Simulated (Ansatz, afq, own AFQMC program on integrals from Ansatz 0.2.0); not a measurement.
# Where AFQMC and coupled cluster stand for AlH2⁻, triplet

```xyz
3

Al    0.0000   -0.0810    0.0000
H     0.0000    1.0848   -1.2329
H     0.0000    1.0848    1.2329
```

Basis 6-31++G**. Noble-gas cores (and the filled d shells of Ga–Kr and In–Xe) are frozen. Integrals, coupled cluster, full CI and functionals: Ansatz 0.2.0; the random walks run on the same integrals in our own AFQMC program. The CISD trial takes its coefficients from CCSD amplitudes. Released means that phaseless walkers are propagated on without the constraint, phases kept. ± is one standard error of the sampling.

Determinant: ROHF, the one that the program's search chose, which needn't be the lowest solution. The geometry is a PBE0/def2-TZVPD stationary point of this or a neighbouring charge and spin state.

Full CI is exact in this basis; its frozen core comes from its own orbitals, which moves totals by up to a few meV.

Cautions: another spin lies lower (by 830 meV); at this level and basis the anion state lies above a neutral one; full CI with its own frozen core.

The T1 diagnostic is 0.0210 and the weight of the determinant in the CISD state is 0.937. The size of the correlated space is 6 electrons in 30 orbitals.

Reference: full CI, correlation energy -2.163 eV. The released energy is read at 2.40 1/Eh (meV from the phaseless value at times in 1/Eh: -3 ± 3 at 0.24, -1 ± 3 at 0.51, -2 ± 3 at 0.99, -1 ± 3 at 1.62, -3 ± 4 at 2.40).

```json
{"level": "HF", "E − E(reference) (kJ/mol)": "208.7", "share of correlation (%)": "0.00"}
{"level": "MP2", "E − E(reference) (kJ/mol)": "53.4", "share of correlation (%)": "74.42"}
{"level": "CCSD", "E − E(reference) (kJ/mol)": "5.9", "share of correlation (%)": "97.17"}
{"level": "CCSD(T)", "E − E(reference) (kJ/mol)": "1.6", "share of correlation (%)": "99.24"}
{"level": "CCSDT", "E − E(reference) (kJ/mol)": "0.1", "share of correlation (%)": "99.97"}
{"level": "CCSDT(Q)", "E − E(reference) (kJ/mol)": "0.0", "share of correlation (%)": "99.99"}
{"level": "ph-AFQMC/CISD", "E − E(reference) (kJ/mol)": "0.7 ± 0.4", "share of correlation (%)": "99.67"}
{"level": "released AFQMC", "E − E(reference) (kJ/mol)": "0.4 ± 0.3", "share of correlation (%)": "99.79"}
```

CCSDT and higher add their correlation energy to the determinant of the CCSD(T) run, since their own runs factorise the integrals more tightly (a shift of under 2 meV). A walk keeps the symmetry of its determinant, which the program's search chose and which needn't be the lowest solution, so a lower state of the same spin and another symmetry isn't excluded. Released energies are given only where the last usable release times agree within the noise; a slower fall can still hide under it.
